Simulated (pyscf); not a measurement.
PySCF, gas phase, ωB97X-D3(BJ)/def2-SVP geometries.

**Question.** For the elementary gas-phase step `[AsH3]` + `[OH][GaH2]` → `[OH][AsH2]` + `[GaH3]` (singlet surface; As–H, Ga–O broken, As–O, Ga–H formed), what barrier and reaction energy does B3LYP-D3(BJ)/def2-TZVP give, measured from the separated reactants?…

**Answer.** ΔE‡ = 1.19 eV, ΔE = +1.07 eV. ωB97M-D3(BJ)/def2-TZVP gives 1.26 eV and +1.06 eV. Zero-point energy shifts the barrier by +0.07 eV. It is a four-centre exchange, with an imaginary mode of 545i cm⁻¹. On the product side the descent ends in an adduct with a Ga–O contact, 0.79 eV under the separated species and 0.83 eV under the saddle at ωB97X-D3(BJ)/def2-TZVP. What is counted as broken (Ga–O) persists as a longer contact in the product adduct; parting that adduct is a step of its own. At ωB97X-D3(BJ)/def2-TZVP the barrier from the zero used here is 1.11 eV. The same reactants have a lower exit, to H₂Ga–AsH₂ + H₂O (barrier +0.69 eV at ωB97M-D3(BJ)/def2-TZVP, against +1.26 eV here). One saddle was located; it need not be the lowest between these sides. Elements up to Kr have no core potential and no relativistic terms here.
